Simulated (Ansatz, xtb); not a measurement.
**Ranking isomers of CH2BP**

4 gas-phase structures of CH2BP, found in a search over its isomers (lower ones may exist). Each was relaxed with GFN2-xTB:

A. a singlet given by its coordinates
B. `B1C=P1`, a singlet
C. `BC#P`, a singlet
D. `B=C=P`, a singlet

A (Å):

```yaml
atoms:
  - { symbol: C, position_ang: [0.9702, -0.6458, -0.5047] }
  - { symbol: B, position_ang: [-0.1371, -1.1986, 0.2057] }
  - { symbol: P, position_ang: [-1.4646, -1.8646, 1.0634] }
  - { symbol: H, position_ang: [1.8118, -0.1651, -0.0251] }
  - { symbol: H, position_ang: [1.0654, -0.6607, -1.5811] }
```

Close contacts (Å): C1–B2 1.43, B2–P3 1.72, C1–H4 1.08, C1–H5 1.08.

Problem. Make a reasoned guess at their ranking by r2SCAN-D4/def2-SVP single-point energy.

Solution. Calculated order at r2SCAN-D4/def2-SVP: B (0.0), C (48.4), A (136.1), D (166.8) kJ/mol.

Energies above the lowest of each column, in kJ/mol; the last columns are at B3LYP-D3(BJ)/def2-SVP geometries and were run for some of them only (a dash: not run or not comparable):

| structure | GFN2-xTB | HF/STO-3G | r2SCAN-D4/def2-SVP | B3LYP-D3(BJ)/def2-SVP | CCSD(T)/def2-TZVPP |
| --- | --- | --- | --- | --- | --- |
| B | 8.9 | 0.0 | 0.0 | 0.0 | 0.0 |
| C | 0.0 | 55.2 | 48.4 | 33.2 | 30.7 |
| A | 113.8 | 217.8 | 136.1 | 126.3 | 131.5 |
| D | 106.2 | 251.9 | 166.8 | – | – |

CCSD(T)/def2-TZVPP puts B lowest of those it was run on; GFN2-xTB picks C. Frequencies (B3LYP-D3(BJ)/def2-SVP) were run for A, B, C alone. Large T1 diagnostics make some coupled-cluster values less sure.

Over these structures GFN2-xTB departs from r2SCAN-D4/def2-SVP by 23.9 kJ/mol on average once a common shift is removed. A GFN2-xTB relaxation took about 0.3 s and the r2SCAN-D4/def2-SVP energy about 2.3 s on a shared host (Ansatz 0.2.0, xtb 6.7.1).
